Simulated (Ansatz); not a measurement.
The cluster Mg₂Al, relaxed as a doublet with UKS r2SCAN-D4/def2-TZVP in Ansatz, starting from the GFN2-xTB geometry. Force threshold 0.02 eV/Å.

The structure comes from a short search, and lower isomers may exist.

Start:

Cartesian coordinates in Å:
```
Al -0.884 0.126 -1.161
Mg 1.051 1.328 0.269
Mg -0.167 -1.454 0.892
```

(1) Estimate the energy that the relaxation releases and the steps that it takes.

(2) Does the start keep its bonding and symmetry?

(3) Predict the relaxed structure.

Answers

(1) 0.6 kJ/mol, in 3 steps; 17 s on 4 threads of AMD EPYC 7B13 on a shared host. No frequencies were taken in this run, so the end may be a saddle point.

(2) By distances, no bond broke or formed. The bond that changes most is Al1–Mg3, from 2.69 to 2.73 Å (atoms count from 1). Point group C2v at the start, C2v at the end, both within 0.05 Å.

(3) 
```xyz
3

Al   -0.906    0.130   -1.191
Mg    1.060    1.321    0.285
Mg   -0.153   -1.451    0.906
```
Bond lengths (bridged metal pairs left out): 2 × Al–Mg 2.73 Å; 1 × Mg–Mg 3.09 Å.
